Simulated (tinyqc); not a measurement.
Worked calculation: Pariser-Parr-Pople SCF with singles CI, for the molecule Fc1ccoc1 (SMILES; centres numbered as the heavy atoms are written). Computed by tinyqc, a small Python program that keeps every step. Settings: charge = 0, gamma = MN, start = huckel, damping = 0.5, iteration cap = 69, excitations kept = 9. Command: `OMP_NUM_THREADS=1 python tinyqc.py 31990 31991 out.jsonl` (the two numbers bound the seeds that draw the settings). One thread of a shared host (Intel(R) Xeon(R) Processor @ 2.60GHz), about 0.01 s of CPU time with the checks. Later iterations appear only in the table of the cycle.

## PPP integrals

Centres (angstrom, eV; a flat drawing with bonds scaled to 1.40 angstrom):

| centre | x | y | core charge z | W | gamma_rr |
|---|---|---|---|---|---|
| 1F | 2.159000 | 0.000000 | 2 | 39.000000 | 21.400000 |
| 2C | 0.759000 | 0.000000 | 1 | 11.160000 | 11.130000 |
| 3C | -0.064000 | 1.133000 | 1 | 11.160000 | 11.130000 |
| 4C | -1.395000 | 0.700000 | 1 | 11.160000 | 11.130000 |
| 5O | -1.395000 | -0.700000 | 2 | 33.000000 | 21.500000 |
| 6C | -0.064000 | -1.133000 | 1 | 11.160000 | 11.130000 |

Resonance integrals (eV):

| i | j | beta |
|---|---|---|
| 1 | 2 | -2.100000 |
| 2 | 3 | -2.390000 |
| 3 | 4 | -2.390000 |
| 4 | 5 | -2.240000 |
| 5 | 6 | -2.240000 |
| 6 | 2 | -2.390000 |

Mataga-Nishimoto: gamma = 14.399645/(R + a), a = 2 x 14.399645/(gamma_rr + gamma_ss); H_rr = -W_r - sum_(s != r) z_s gamma_rs; H_rs = beta for bonds.

repulsion gamma_rs (eV), lower triangle:
```
           1F         2C         3C         4C         5O         6C
1F  21.400000
2C   6.300946  11.130000
3C   4.259754   5.344818  11.130000
4C   3.194529   4.046371   5.346212  11.130000
5O   3.353752   4.574962   4.574406   6.308436  21.500000
6C   4.259754   5.344818   4.045107   4.045936   6.309373  11.130000
```

core matrix H (eV), lower triangle:
```
            1F          2C          3C          4C          5O          6C
1F  -63.722487
2C   -2.100000  -47.647823
3C    0.000000   -2.390000  -43.564457
4C    0.000000    0.000000   -2.390000  -43.604450
5O    0.000000    0.000000    0.000000   -2.240000  -61.474682
6C    0.000000   -2.390000    0.000000    0.000000   -2.240000  -45.734116
```

## Starting guess

pi electrons, sum of z_r less the charge = 8

Orbitals of the Hueckel matrix of the beta values.

P at the start, lower triangle:
```
           1F         2C         3C         4C        5O        6C
1F   1.792370
2C   0.425210   1.129007
3C  -0.284736   0.590896   1.302031
4C   0.093988  -0.204547   0.605917   1.217425
5O   0.112040  -0.217758  -0.308516   0.666256  1.244906
6C  -0.298136   0.603438  -0.127385  -0.301695  0.583927  1.314261
```

## Iteration 1: Fock matrix

F_rr = H_rr + P_rr gamma_rr / 2 + sum_(s != r) P_ss gamma_rs; F_rs = H_rs - P_rs gamma_rs / 2; E = tr P (H + F) / 2 + core repulsion sum_(r<s) z_r z_s gamma_rs.

F (eV), lower triangle:
```
            1F         2C         3C         4C          5O         6C
1F  -18.221348
2C   -3.439611  -5.466117
3C    0.606453  -3.969116  -5.129619
4C   -0.150123   0.413837  -4.009681  -6.403561
5O   -0.187877   0.498116   0.705639  -4.341517  -14.987386
6C    0.634992  -4.002634   0.257643   0.610320   -4.082106  -6.703807
```

pi energy = -149.410804 eV

## Iteration 1: orbitals and new P

Diagonalise F (the basis is taken as orthonormal) and form P = 2 sum c c over the lowest orbitals; 0.5 of the old P is kept.

orbital energies (eV): -19.150071  -17.991724  -10.550984  -9.402332  -1.205987  1.389260

P after iteration 1, lower triangle:
```
           1F         2C         3C         4C        5O        6C
1F   1.870761
2C   0.324401   1.072792
3C  -0.207792   0.588994   1.186578
4C   0.051773  -0.130525   0.680876   1.156326
5O   0.081467  -0.217054  -0.276686   0.560387  1.477726
6C  -0.234676   0.674229  -0.085504  -0.379854  0.503615  1.235817
```

## Iteration 2: Fock matrix

As before.

F (eV), lower triangle:
```
            1F         2C         3C         4C          5O         6C
1F  -17.977090
2C   -3.122017  -5.503447
3C    0.442571  -3.964033  -5.317596
4C   -0.082695   0.264076  -4.210053  -6.186506
5O   -0.136609   0.496507   0.632838  -4.007583  -13.887348
6C    0.499831  -4.191815   0.172937   0.768433   -3.828747  -6.352154
```

pi energy = -151.207005 eV

## Iteration 2: orbitals and new P

As before.

orbital energies (eV): -18.777148  -16.778290  -10.728663  -9.392361  -0.840597  1.292918

P after iteration 2, lower triangle:
```
           1F         2C         3C         4C        5O        6C
1F   1.915463
2C   0.260608   1.049928
3C  -0.160543   0.583017   1.130541
4C   0.030298  -0.097679   0.723957   1.120939
5O   0.063697  -0.216678  -0.258460   0.503160  1.598397
6C  -0.195316   0.716774  -0.068134  -0.414201  0.462448  1.184732
```

## Iteration 3: Fock matrix

As before.

F (eV), lower triangle:
```
            1F         2C         3C         4C          5O         6C
1F  -17.807497
2C   -2.921039  -5.512691
3C    0.341937  -3.948061  -5.405059
4C   -0.048394   0.197622  -4.325214  -6.078177
5O   -0.106811   0.495648   0.591152  -3.827075  -13.346706
6C    0.415999  -4.305513   0.137804   0.837916   -3.698879  -6.176718
```

pi energy = -152.156486 eV

## Iteration 3: orbitals and new P

As before.

orbital energies (eV): -18.538236  -16.186705  -10.795251  -9.402115  -0.665468  1.260927

P after iteration 3, lower triangle:
```
           1F         2C         3C         4C        5O        6C
1F   1.940951
2C   0.220332   1.041550
3C  -0.131167   0.575964   1.103186
4C   0.018973  -0.083288   0.749581   1.100153
5O   0.053342  -0.216838  -0.247902   0.471344  1.661811
6C  -0.170646   0.742765  -0.061239  -0.427762  0.440744  1.152349
```

## Convergence

Stop when output and input P, before any damping, agree to 1e-7.

Course of the cycle:

| iteration | E (eV) | largest \|P(out) - P(in)\| |
|---|---|---|
| 1 | -149.41080355 | 4.66e-01 |
| 2 | -151.20700501 | 2.41e-01 |
| 3 | -152.15648602 | 1.27e-01 |
| 4 | -152.65528397 | 6.77e-02 |
| 5 | -152.91541353 | 3.67e-02 |
| 6 | -153.05018773 | 2.03e-02 |
| 7 | -153.11964410 | 1.27e-02 |
| 8 | -153.15529190 | 7.96e-03 |
| 9 | -153.17353164 | 5.00e-03 |
| 10 | -153.18284345 | 3.18e-03 |
| 11 | -153.18758985 | 2.38e-03 |
| ... | ... | ... |
| 34 | -153.19250980 | 1.91e-06 |
| 35 | -153.19250980 | 1.39e-06 |
| 36 | -153.19250980 | 1.02e-06 |
| 37 | -153.19250980 | 7.44e-07 |
| 38 | -153.19250980 | 5.43e-07 |
| 39 | -153.19250980 | 3.97e-07 |
| 40 | -153.19250980 | 2.90e-07 |
| 41 | -153.19250980 | 2.12e-07 |
| 42 | -153.19250980 | 1.55e-07 |
| 43 | -153.19250980 | 1.13e-07 |
| 44 | -153.19250980 | 8.27e-08 |

Converged in 44 iterations.

## Converged orbitals

Charges are z - P_rr.

orbital energies (eV): -18.130955  -15.565271  -10.822100  -9.460717  -0.500781  1.253446

coefficients:
```
         MO1        MO2        MO3        MO4        MO5        MO6
1F  0.960878  -0.140794  -0.181170  -0.109579   0.051452  -0.097023
2C  0.244514   0.131258   0.538265   0.392652  -0.294213   0.626513
3C  0.070795   0.163456   0.647749  -0.293558  -0.335128  -0.591781
4C  0.035876   0.355200   0.256030  -0.584506   0.593348   0.336579
5O  0.060629   0.833323  -0.412420  -0.033294  -0.361450   0.007208
6C  0.083378   0.340054   0.149093   0.636305   0.561936  -0.366778
```

pi charges: 1F 0.024122, 2C -0.041841, 3C -0.074970, 4C -0.069305, 5O 0.261397, 6C -0.099403

## Singles CI, singlets

Over the 8 single excitations with the smallest orbital gaps: A = (e_a - e_i) delta + 2 (ia|jb) - (ij|ab), with (pq|rs) = sum c_mp c_mq gamma_mn c_nr c_ns. f = 2/3 w |mu|^2 in atomic units, mu = sqrt2 sum c_ia sum_m c_mi c_ma R_m.

singlet CI matrix (eV), lower triangle:
```
           4>5        3>5        4>6        3>6        2>5        2>6        1>5        1>6
4>5   5.916204
3>5  -0.050831   6.789971
4>6  -0.089180  -0.945653   7.220641
3>6   0.083355   0.111049   0.009745   8.361320
2>5  -0.029001  -0.049297   0.030702   0.025116  10.835665
2>6  -0.342482   0.064669   0.019456   0.294172   0.003934  12.129009
1>5  -0.017539  -0.044176  -0.145820  -0.069356  -0.051806  -0.079883  13.687634
1>6  -0.075377  -0.127456   0.091851   0.164039  -0.086232   0.040530   0.464276  14.622583
```

singlet excitation energies (eV): 5.842483  6.078611  7.957819  8.352792  10.834721  12.163408  13.511241  14.821952

oscillator strengths: 0.297535  0.117694  1.008179  0.271040  0.028829  0.036483  0.018854  0.010106

## Singles CI, triplets

Over the 8 single excitations with the smallest orbital gaps: A = (e_a - e_i) delta - (ij|ab), with (pq|rs) = sum c_mp c_mq gamma_mn c_nr c_ns.

triplet CI matrix (eV), lower triangle:
```
           4>5        3>5        4>6        3>6        2>5        2>6        1>5        1>6
4>5   2.521477
3>5   0.145552   4.400962
4>6   0.210443   0.977317   4.834718
3>6   0.977317  -0.253263  -0.114029   5.407558
2>5   0.150263   0.699282   0.861924  -0.122057   7.579161
2>6   0.861924  -0.122057  -0.073546  -0.463993   0.019028  11.623486
1>5  -0.166691  -0.202056   0.211820  -0.002793  -0.373503  -0.035177  13.519255
1>6   0.211820  -0.002793  -0.202629  -0.417843  -0.035177  -0.109004   0.702810  14.127622
```

triplet excitation energies (eV): 2.079601  3.598811  5.103158  5.712894  8.082056  11.726081  13.096243  14.615396
